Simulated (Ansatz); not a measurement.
# SiNH3 (singlet): wave-function methods side by side, cc-pVTZ

An exercise on one series of results from a longer session: the logs are not shown, and one member is left open.

The runs use Ansatz 0.2.0, Gaussian basis; cc-pVTZ, core rule «outside noble gas», up to 6 orbitals frozen.

To be run: UHF; CCSD(T) on RHF; CCSD(T) on UHF; BCCD(T) on RHF; CCSDT(Q) on RHF.

4 further runs of the same task are left out: 1 for a known fault of the program, 3 set aside as unsound or not needed.

### The geometry

The geometry is a PBE0/def2-TZVP stationary point (not a proven minimum).

5 atoms, charge 0, spin multiplicity 1.

Atoms are counted from 1 here; the program's logs count them from 0.

Bond lengths: Si1–N2 1.593 Å, Si1–H3 1.490 Å, Si1–H4 1.477 Å, N2–H5 1.012 Å. Angles: N2–Si1–H3 129.4°, N2–Si1–H4 118.1°, H3–Si1–H4 112.5°, Si1–N2–H5 121.2°.

Geometry (Å):

| atom | x (Å) | y (Å) | z (Å) |
| --- | --- | --- | --- |
| Si1 | 0.0000 | -0.0298 | 0.5045 |
| N2 | 0.0000 | 0.1142 | -1.0818 |
| H3 | 0.0000 | -1.2620 | 1.3427 |
| H4 | 0.0000 | 1.2045 | 1.3150 |
| H5 | 0.0000 | -0.7003 | -1.6823 |

Set-up of the first run:

in.yaml reads:

```yaml
crystal:
  periodic: [false, false, false]
  atoms:
    - {symbol: Si, position_ang: [0.000000, -0.029760, 0.504488]}
    - {symbol: N, position_ang: [0.000000, 0.114205, -1.081764]}
    - {symbol: H, position_ang: [0.000000, -1.262006, 1.342706]}
    - {symbol: H, position_ang: [0.000000, 1.204545, 1.315030]}
    - {symbol: H, position_ang: [0.000000, -0.700331, -1.682342]}
basis:
  gaussian: {orbitals: cc-pVTZ}
magnetization: {spin_polarized: true, initial_magnetization: 0}
hamiltonian: {xc: hf}
output: {orbitals: {seedname: orbitals}}
```

Run with:

```console
> ansatz run in.yaml --threads 1 --pin off --events-out ev --progress --plain --max-ram 3968MiB --backend cpu
```

Steps of the session up to this table: UHF; CCSD(T) on RHF; CCSD(T) on UHF; BCCD(T) on RHF; CCSDT(Q) on RHF.

One of the session's tables, all rows but one given; the rest of the session is left out.

It belongs to the step «Misses and costs». 

```
   method  from RCCSDT(Q) (meV)
      RHF              +10147.3
      UHF              +10147.3
     RMP2                     ?
    RCCSD                +490.8
 RCCSD(T)                 +49.4
  BCCD(T)                 +49.5
   RCCSDT                 +34.5
RCCSDT(Q)                     0
```

Estimate the missing values for RMP2.

The run gave: from RCCSDT(Q) (meV): +996.6. In the column «from RCCSDT(Q) (meV)» it lies between RCCSD (+490.8) and RHF (+10147.3).

With the free atoms at the same levels and basis (separate runs), the atomisation energy is 14.579 eV at RCCSDT(Q), 14.561 eV at RCCSD(T), 9.653 eV at RHF.

To keep in mind: Warnings: restricted reference is unstable.
